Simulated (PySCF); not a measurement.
B3LYP has the VWN-RPA correlation part, as in Gaussian. Delta-SCF ions had no search for a lower state. Excitations are Tamm–Dancoff values on a coarser integration grid. The basis has no diffuse functions, so Rydberg states are missing or too high.

# AlF3, SMILES `[F][Al]([F])[F]` (charge 0, multiplicity 1)

These are B3LYP-D3(BJ)/def2-TZVP // PBE0-D4/def2-TZVP run with PySCF 2.14.0 values and carry that method's errors.

```
Item                                                                Value
-------------------------------------------  ----------------------------
HOMO                                                            -11.42 eV
dipole moment                                                      0.00 D
HOMO–LUMO gap                                                     9.53 eV
LUMO                                                             -1.89 eV
S1 excitation (TDA)                                               8.16 eV
S1 oscillator strength                                              0.000
brightest of the four lowest singlets (TDA)                       8.96 eV
T1 excitation (TDA)                                               7.93 eV
S1–T1 gap (TDA)                                                   0.23 eV
vertical ionisation energy (Delta-SCF)                           14.33 eV
total energy                                                 -542.3609 Ha
cost                                         very roughly 40 core-seconds
```

```xyz
4

F     -0.9176    -1.3460    -0.0003
Al     0.0000     0.0000     0.0000
F      1.6244    -0.1217     0.0006
F     -0.7068     1.4677    -0.0003
```
Charge 0, spin multiplicity 1.
